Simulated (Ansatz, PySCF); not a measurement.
System: N2O (charge 0, singlet). SMILES: N#[N+][O-]
Coordinates optimised at B3LYP-D3(BJ)/def2-TZVP (Ansatz, a quantum-chemistry and plane-wave program):
```xyz
3

N      0.0000     0.0000    -1.1943
N      0.0000     0.0000    -0.0734
O      0.0000     0.0000     1.1093
```

Quantity: atomisation energy (electronic, to ground-state atoms), in eV. Valence correlation only, unless marked. UHF or UKS for open shells. Spin-orbit coupling is left out. Non-relativistic unless marked X2C. The coupled-cluster limit lacks core correlation, which all-electron functionals hold. CBS marks a two-point X^-3 extrapolation of the correlation energy; Hartree-Fock from the larger set.

| level | program | atomisation energy (eV) |
|---|---|---|
| BP86-D4/def2-TZVPD | PySCF + dftd4 | 13.41 |
| TPSS/def2-TZVPD | PySCF | ___ |
| PBE0/STO-3G | Ansatz | 8.22 |
| PBE0-D3(BJ)/def2-TZVP | Ansatz + dftd3 | ___ |
| BHLYP/def2-TZVPD | Ansatz | ___ |
| PW6B95-D3(BJ)/def2-TZVPD | PySCF + dftd3 | 11.90 |
| wB97X/def2-TZVPD | Ansatz | ___ |
| B2GP-PLYP-D3(BJ)/def2-TZVPD | Ansatz + dftd3 | 11.66 |
| B2PLYP/def2-TZVPD | Ansatz | 11.90 |
| X2C-CCSD(T)/cc-pVTZ-DK | Ansatz | 10.96 |
| CCSD(T)/CBS(aug-cc-pVTZ,aug-cc-pVQZ) | Ansatz | 11.66 |

### Question
Some entries are withheld; supply them.

### Answer

- TPSS/def2-TZVPD, atomisation energy (eV): 12.22
- PBE0-D3(BJ)/def2-TZVP, atomisation energy (eV): 11.97
- BHLYP/def2-TZVPD, atomisation energy (eV): 10.12
- wB97X/def2-TZVPD, atomisation energy (eV): 11.77
